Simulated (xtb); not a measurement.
xtb single point, GFN2-xTB, GBSA implicit water, on ethylamine, C2H7N (SMILES CCN), charge 0, multiplicity 1.

```
xtb m.xyz --gfn 2 --chrg 0 --uhf 0 --norestart --sp --gbsa water

10

C     -1.252511    -0.272611    -0.075559
C      0.092489     0.429857     0.055149
N      1.161884    -0.475505    -0.335918
H     -2.063177     0.419133     0.137558
H     -1.368105    -0.656867    -1.085006
H     -1.314290    -1.106999     0.620253
H      0.203568     0.813540     1.085006
H      0.126609     1.286206    -0.624692
H      2.063177    -0.017268    -0.259056
H      1.172686    -1.286206     0.274825
```

The program's output:

```

          ...................................................
          :                      SETUP                      :
          :.................................................:
          :  # basis functions                  19          :
          :  # atomic orbitals                  19          :
          :  # shells                           13          :
          :  # electrons                        20          :
          :  max. iterations                   250          :
          :  Hamiltonian                  GFN2-xTB          :
          :  restarted?                      false          :
          :  GBSA solvation                   true          :
          :  PC potential                    false          :
          :  electronic temp.          300.0000000     K    :
          :  accuracy                    1.0000000          :
          :  -> integral cutoff          0.2500000E+02      :
          :  -> integral neglect         0.1000000E-07      :
          :  -> SCF convergence          0.1000000E-05 Eh   :
          :  -> wf. convergence          0.1000000E-03 e    :
          :  Broyden damping             0.4000000          :
          :  net charge                          0          :
          :  unpaired electrons                  0          :
          ...................................................

 iter      E             dE          RMSdq      gap      omega  full diag
   1    -10.8888143 -0.108888E+02  0.282E+00   11.32       0.0  T
   2    -10.8998280 -0.110136E-01  0.157E+00   11.41       1.0  T
   3    -10.9004988 -0.670771E-03  0.537E-01   11.45       1.0  T
   4    -10.9005639 -0.651168E-04  0.973E-02   11.39       1.0  T
   5    -10.9005719 -0.798770E-05  0.435E-02   11.38       1.0  T
   6    -10.9005725 -0.635694E-06  0.165E-02   11.38       1.9  T
   7    -10.9005726 -0.151041E-06  0.271E-03   11.38      11.7  T
   8    -10.9005727 -0.244244E-08  0.388E-04   11.38      81.5  T
   9    -10.9005727 -0.837410E-10  0.172E-04   11.38     184.3  T

   *** convergence criteria satisfied after 9 iterations ***

         #    Occupation            Energy/Eh            Energy/eV
      -------------------------------------------------------------
         1        2.0000           -0.6252778             -17.0147
       ...           ...                  ...                  ...
         4        2.0000           -0.5184805             -14.1086
         5        2.0000           -0.5161016             -14.0438
         6        2.0000           -0.4861951             -13.2300
         7        2.0000           -0.4521872             -12.3046
         8        2.0000           -0.4511003             -12.2751
         9        2.0000           -0.4364272             -11.8758
        10        2.0000           -0.3634896              -9.8911 (HOMO)
        11                          0.0548014               1.4912 (LUMO)
        12                          0.1261351               3.4323
        13                          0.1321617               3.5963
        14                          0.1493800               4.0648
        15                          0.1817321               4.9452
       ...                                ...                  ...
        19                          0.2844005               7.7389
      -------------------------------------------------------------
                  HL-Gap            0.4182911 Eh           11.3823 eV
             Fermi-level           -0.1543441 Eh           -4.1999 eV


         :::::::::::::::::::::::::::::::::::::::::::::::::::::
         ::                     SUMMARY                     ::
         :::::::::::::::::::::::::::::::::::::::::::::::::::::
         :: total energy             -10.755862334397 Eh    ::
         :: total w/o Gsasa/hb       -10.753364653055 Eh    ::
         :: gradient norm              0.002846298372 Eh/a0 ::
         :: HOMO-LUMO gap             11.382279559847 eV    ::
         ::.................................................::
         :: SCC energy               -10.900571821000 Eh    ::
         :: -> isotropic ES            0.014548867268 Eh    ::
         :: -> anisotropic ES          0.004173334289 Eh    ::
         :: -> anisotropic XC          0.009751241011 Eh    ::
         :: -> dispersion             -0.003431750828 Eh    ::
         :: -> Gsolv                  -0.003078501136 Eh    ::
         ::    -> Gelec               -0.000580819794 Eh    ::
         ::    -> Gsasa               -0.002513563283 Eh    ::
         ::    -> Ghb                 -0.001841561185 Eh    ::
         ::    -> Gshift               0.001857443127 Eh    ::
         :: repulsion energy           0.144709486603 Eh    ::
         :: add. restraining           0.000000000000 Eh    ::
         :: total charge               0.000000000000 e     ::
         :::::::::::::::::::::::::::::::::::::::::::::::::::::

           -------------------------------------------------
[... lines cut ...]
        10        2.0000           -0.3634896              -9.8911 (HOMO)
        11                          0.0548014               1.4912 (LUMO)
        12                          0.1261351               3.4323
        13                          0.1321617               3.5963
        14                          0.1493800               4.0648
        15                          0.1817321               4.9452
        16                          0.1890089               5.1432
        17                          0.2461238               6.6974
        18                          0.2654867               7.2243
        19                          0.2844005               7.7389
      -------------------------------------------------------------
                  HL-Gap            0.4182911 Eh           11.3823 eV
             Fermi-level           -0.1543441 Eh           -4.1999 eV

     #   Z          covCN         q      C6AA      α(0)
     1   6 C        3.753    -0.116    22.781     6.806
     2   6 C        3.729     0.031    20.148     6.408
     3   7 N        2.631    -0.379    29.802     8.108
     4   1 H        0.925     0.041     2.439     2.442
     5   1 H        0.925     0.052     2.299     2.371
     6   1 H        0.925     0.040     2.453     2.449
     7   1 H        0.923    -0.002     3.101     2.754
     8   1 H        0.924     0.030     2.587     2.515
     9   1 H        0.860     0.152     1.390     1.847
    10   1 H        0.860     0.153     1.379     1.840

 Mol. C6AA /au·bohr⁶  :        627.375383
 Mol. C8AA /au·bohr⁸  :      12394.495551
 Mol. α(0) /au        :         37.540664

Wiberg/Mayer (AO) data.
largest (>0.10) Wiberg bond orders for each atom

 ---------------------------------------------------------------------------
     #   Z sym  total        # sym  WBO       # sym  WBO       # sym  WBO
 ---------------------------------------------------------------------------
     1   6 C    3.995 --     2 C    1.018     6 H    0.987     5 H    0.987
                             4 H    0.986
     2   6 C    3.988 --     3 N    1.024     1 C    1.018     8 H    0.977
                             7 H    0.970
     3   7 N    2.990 --     2 C    1.024     9 H    0.964    10 H    0.963
     4   1 H    0.998 --     1 C    0.986
     5   1 H    0.997 --     1 C    0.987
     6   1 H    0.998 --     1 C    0.987
     7   1 H    1.000 --     2 C    0.970
     8   1 H    0.999 --     2 C    0.977
     9   1 H    0.977 --     3 N    0.964
    10   1 H    0.977 --     3 N    0.963
 ---------------------------------------------------------------------------


molecular dipole:
                 x           y           z       tot (Debye)
 q only:       -0.007       0.002       0.177
   full:        0.101       0.094       0.526       1.381
molecular quadrupole (traceless):
                xx          xy          yy          xz          yz          zz
 q only:        1.156       0.043       0.030       0.726      -0.696      -1.185
  q+dip:        1.128       0.368       0.094       1.830      -1.666      -1.221
   full:        1.601       0.298       0.154       1.742      -1.657      -1.755

           -------------------------------------------------
          | TOTAL ENERGY              -10.755862334397 Eh   |
          | GRADIENT NORM               0.002846298372 Eh/α |
          | HOMO-LUMO GAP              11.382279559847 eV   |
           -------------------------------------------------
```

The total energy is -292.68 eV, -0.08 eV from the same level's vacuum run.
